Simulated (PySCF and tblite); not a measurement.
The numbers below are computed, except where a source is named.
System: H2S2, numbered as in [SH:1][SH:2].

Motion: rotation about the S1–S2 bond (torsion H–S1–S2–H from -91° to 91°, rising). GFN2-xTB gives an electronic barrier of 6.0 kcal/mol.

(1) What does PBE0/pcSseg-1 + D3(BJ) give on PBE0-D3(BJ)/def2-TZVP geometries?

(2) And the level of the geometries itself, PBE0-D3(BJ)/def2-TZVP?

Programs: tblite and PySCF.

Answers

(1) A barrier of 8.3 kcal/mol, 2.2 above the tight-binding barrier (from unrounded values) and, with GFN2-xTB thermal terms, ΔG‡(298 K) = 8.0 kcal/mol and k = 8.4×10⁶ s⁻¹ (1 equivalent path).

(2) 8.8 kcal/mol.
